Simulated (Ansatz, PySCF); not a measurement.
System: C4H4N (charge 0, doublet). It need not be the lowest isomer of its formula. SMILES: [c]1cc[nH]c1
Geometry: optimised at B3LYP-D3(BJ)/def2-TZVP (Ansatz, an electronic-structure program).

Quantity: atomisation energy (electronic, to ground-state atoms), in kJ/mol. Valence correlation only, unless marked. UHF or UKS for open shells. Spin-orbit coupling is left out. No relativistic terms. The coupled-cluster limit lacks core correlation, which all-electron functionals hold. Basis-set limits of correlation are two-point, X^-3; Hartree-Fock from the larger set. The bracket is a focal-point correction in the basis named.

```csv
level,program,atomisation energy (kJ/mol),minus last row
HF-D4/def2-TZVPD,PySCF + dftd4,2859.2,-1079.1
BLYP/def2-TZVPD,Ansatz,3957.2,18.9
PBE0/6-31G*,Ansatz,4013.4,75.1
BHLYP-D3(BJ)/def2-TZVPD,Ansatz + dftd3,3822.4,-115.9
TPSSh/def2-TZVPD,PySCF,3967.7,29.4
r2SCAN0-D4/def2-TZVPD,Ansatz + dftd4,3923.3,-15.0
CAM-B3LYP/def2-TZVPD,Ansatz,3973.5,35.2
B2GP-PLYP-D4/def2-TZVPD,Ansatz + dftd4,3922.2,-16.1
CCSD/cc-pVDZ,Ansatz,3544.1,-394.2
"RI-MP2/CBS(cc-pVTZ,cc-pVQZ)+[CCSD(T)-MP2]/cc-pVDZ",Ansatz,3938.3,0.0
```

The UHF reference is spin-contaminated (<S^2> 0.20 over the pure value in the largest basis).
